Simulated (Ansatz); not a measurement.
This script for a composite energy at a relaxed geometry of BH5SSi, SMILES [SiH3]BS with Ansatz 0.2.0, Python API holds a mistake.

Script `bh5ssi.py`:
```python
import ansatz as az
import numpy as np

GEOMETRY = '''
Si   -0.50720    0.75250   -0.60010
B     0.36680   -0.14570    0.80830
S     0.13500   -2.00250    0.97820
H    -1.27220   -0.14940   -1.40310
H     0.43060    1.44830   -1.50140
H    -1.44890    1.82440   -0.02850
H     1.09230    0.45450    1.55960
H     1.29580   -2.23920    0.13120
'''

geometry = az.Crystal.molecule()
for line in GEOMETRY.strip().splitlines():
    symbol, *xyz = line.split()
    geometry = geometry.atom(symbol, [float(v) for v in xyz])

model = (
    geometry
    .basis(gaussian='def2-SVP')
    .functional('pbe0')
)
symbols = [site.symbol for site in geometry.cartesian_sites]
start = np.array([site.position_ang for site in geometry.cartesian_sites], dtype=float)
r = model.relax(force_tolerance=0.01, max_steps=30).run(threads=1).report
end = np.array(r['positions_ang'])
print('final positions (A) and the move of each atom')
for symbol, xyz, old in zip(symbols, end, start):
    print(f'{symbol:2s} {xyz[0]:10.5f} {xyz[1]:10.5f} {xyz[2]:10.5f}   {np.linalg.norm(xyz - old):7.4f}')

minimum = az.Crystal.molecule()
for symbol, place in zip(symbols, end):
    minimum = minimum.atom(symbol, place.tolist())
at_minimum = minimum.calculation()
level = lambda method, basis: at_minimum.basis(gaussian=basis).correlation(method).run(threads=1).report
small, large, cluster = level('mp2', 'cc-pVDZ'), level('mp2', 'cc-pVTZ'), level('ccsd_t', 'cc-pVDZ')
corr = lambda each: (each['free_energy_ev'] - each['reference_energy_ev']) / 27.211386246
mp2_limit = (27 * corr(large) - 8 * corr(small)) / 19
pieces = {'HF / cc-pVTZ': large['reference_energy_ev'] / 27.211386246, 'MP2 correlation, DZ-TZ limit': mp2_limit, 'CCSD(T) - MP2 / cc-pVDZ': corr(cluster) - corr(small)}
for name, value in pieces.items():
    print(f'{name:32s} {value:14.6f} Ha')
print(f'{"sum":32s} {sum(pieces.values()):14.6f} Ha')
print('T1 diagnostic', round(cluster['correlation']['coupled_cluster']['t1_diagnostic'], 4))
```

Output of `python bh5ssi.py`:
```text
Traceback (most recent call last):
  File "bh5ssi.py", line 22, in <module>
    .basis(gaussian='def2-SVP')
     ^^^^^
AttributeError: 'Crystal' object has no attribute 'basis'
```

Find the fault and give the corrected script.

The fault: settings are called on the crystal, without .calculation(). The cap on steps that the faulty run carried goes too. The correction:

```diff
--- before
+++ after
@@ -20,3 +20,3 @@
 model = (
-    geometry
+    geometry.calculation()
     .basis(gaussian='def2-SVP')
@@ -26,3 +26,3 @@
 start = np.array([site.position_ang for site in geometry.cartesian_sites], dtype=float)
-r = model.relax(force_tolerance=0.01, max_steps=30).run(threads=1).report
+r = model.relax(force_tolerance=0.01).run(threads=1).report
 end = np.array(r['positions_ang'])
```

The mended script runs so:

```console
$ python bh5ssi.py
final positions (A) and the move of each atom
Si   -0.62579    0.86795   -0.68314    0.1852
B     0.52368   -0.27659    0.51528    0.3572
S     0.36397   -2.03642    0.43313    0.5922
H    -1.53063    0.06894   -1.56848    0.3766
H     0.24173    1.72769   -1.55197    0.3410
H    -1.47219    1.78326    0.14918    0.1839
H     1.31457    0.21068    1.28547    0.4289
H     1.27688   -2.40259    1.36473    1.2444
HF / cc-pVTZ                        -714.103909 Ha
MP2 correlation, DZ-TZ limit          -0.444329 Ha
CCSD(T) - MP2 / cc-pVDZ               -0.065707 Ha
sum                                 -714.613945 Ha
T1 diagnostic 0.0162
```

Notes:
- Total energies depend on the basis set; only differences at equal settings carry meaning.
- The sum leaves out core correlation, relativity, the Hartree-Fock basis error and zero-point energy; a DZ-TZ extrapolation is rough.
- Inner cores stay frozen, so this is valence correlation.
- For Al to Cl the sets with a tight d function, cc-pV(X+d)Z, are usual.
- The whole script took 47 s on 1 thread of Arm Neoverse V2 (shared host), peak memory 0.35 GiB.

(Lines on the test bed's own set-up are left out of the output.)
